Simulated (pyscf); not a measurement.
S=SiH–Cl + H₂ → HS–SiH₂–Cl (addition across a multiple bond or ene-type step; singlet surface; H–H broken, H–S, H–Si formed). PySCF, gas phase, ωB97X-D3(BJ)/def2-SVP geometries. Rate constants from transition-state theory at the high-pressure limit, ωB97M-D3(BJ)/def2-TZVP energies (ideal gas, 1 atm, RRHO with modes under 100 cm⁻¹ raised to 100, one conformer, R ln 2 for chiral ones without a mode under 150 cm⁻¹; no tunnelling), k in cm³ molecule⁻¹ s⁻¹.

```
T (K)  1000/T  log10 k
-----  ------  -------
298     3.354   -29.49
600     1.667        ?
900     1.111   -17.66
1200    0.833   -16.09
```

Question: Fit an Arrhenius line to the three values, give the activation energy, and predict k at 600 K.

Answer: Least squares gives log10 k = -11.72 − 5.30 × 1000/T, so Ea = 5.30 × ln 10 × 1.987 = 24.3 kcal/mol, against an electronic barrier of 22.0. At 600 K the line gives -20.55; the computed value is -20.64 (ΔG‡ = 40.2 kcal/mol), a factor 1.2 under the line, since the plot is curved. At the saddle there is also a short H–Si contact that neither side keeps. One saddle was located; it need not be the lowest between these sides.
